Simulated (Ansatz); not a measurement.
Basis-set extrapolation for `C/C=C(\N)Cl` (PBE0-D4/def2-TZVP geometry, frozen core, Ansatz 0.2.0). Multiplicity 1, RHF reference.

```csv
,def2-TZVPP,def2-QZVPP
HF,-631.102816,-631.123629
MP2 correlation,-0.903211,-0.969749
CCSD(T) correlation,-0.987895,not run
```

Energies in hartree. Use E(X) = E(∞) + A·exp(−7.88·√X) for Hartree–Fock and E(X) = E(∞) + B·X^(−2.97) for correlation, with X = 3 and 4, and add CCSD(T) minus MP2 of the smaller set to the MP2 limit.

Problem. What is the CCSD(T) energy at the basis-set limit?

Solution. HF limit: -631.123629 + (-0.020813) × 0.13774 = -631.12650. MP2 limit: -0.969749 + (-0.066538) × 0.74074 = -1.01904. Higher-order term: -0.987895 − (-0.903211) = -0.08468. Total: -632.23022 hartree, 3.80 eV below CCSD(T)/def2-TZVPP.
